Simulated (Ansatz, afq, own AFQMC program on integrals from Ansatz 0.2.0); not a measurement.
## BH2, doublet in cc-pVDZ, levels against full CI

```xyz
3

B     0.0000   -0.0800    0.0000
H     0.0000    0.4291   -1.0770
H     0.0000    0.4291    1.0770
```

Basis cc-pVDZ. Noble-gas cores (and the filled d shells of Ga–Kr and In–Xe) are frozen. Integrals, coupled cluster, full CI and functionals: Ansatz 0.2.0; the random walks run on the same integrals in our own AFQMC program. The CISD trial takes its coefficients from CCSD amplitudes. Released means that phaseless walkers are propagated on without the constraint, phases kept. Free projection: walkers drawn from exp(T), propagated without any constraint. Its projection time is finite, and what remains of the start isn't in its error. Uncertainties: one standard error, sampling alone.

Determinant: ROHF, the one that the program's search chose, which needn't be the lowest solution. The geometry is a PBE0/def2-TZVP stationary point of this or a neighbouring charge and spin state.

Full CI on the same integrals is exact in this basis and with this determinant's frozen core.

The T1 diagnostic is 0.0131. The weight of the determinant in the CISD state is 0.952 and the size of the correlated space is 5 electrons in 23 orbitals.

Reference: full CI, correlation energy -2.423 eV. The released energy is read at 2.40 1/Eh (meV from the phaseless value at times in 1/Eh: -0.5 ± 0.7 at 0.24, 0.0 ± 0.4 at 0.51, -1.0 ± 0.6 at 0.99, -1.3 ± 0.3 at 1.62, -1.4 ± 0.3 at 2.40).

| level | E − E(reference) (mEh) | share of correlation (%) |
| --- | --- | --- |
| HF | 89.03 | 0.00 |
| MP2 | 21.50 | 75.85 |
| CCSD | 1.57 | 98.24 |
| CCSD(T) | 0.39 | 99.56 |
| CCSDT | 0.02 | 99.97 |
| CCSDT(Q) | 0.00 | 99.99 |
| CCSDTQ | 0.00 | 100.00 |
| ph-AFQMC/HF | -0.41 ± 0.36 | 100.46 |
| ph-AFQMC/CISD | 0.05 ± 0.02 | 99.94 |
| released AFQMC | 0.00 ± 0.01 | 100.00 |
| free AFQMC | 0.00 ± 0.01 | 100.00 |

CCSDT and higher add their correlation energy to the determinant of the CCSD(T) run, since their own runs factorise the integrals more tightly (a shift of under 2 meV). Free projections are given only where their last times agree within the noise and don't stop above the reference; a slow remainder of the start can still hide under it. A walk keeps the symmetry of its determinant, which the program's search chose and which needn't be the lowest solution, so a lower state of the same spin and another symmetry isn't excluded. Released energies are given only where the last usable release times agree within the noise; a slower fall can still hide under it.
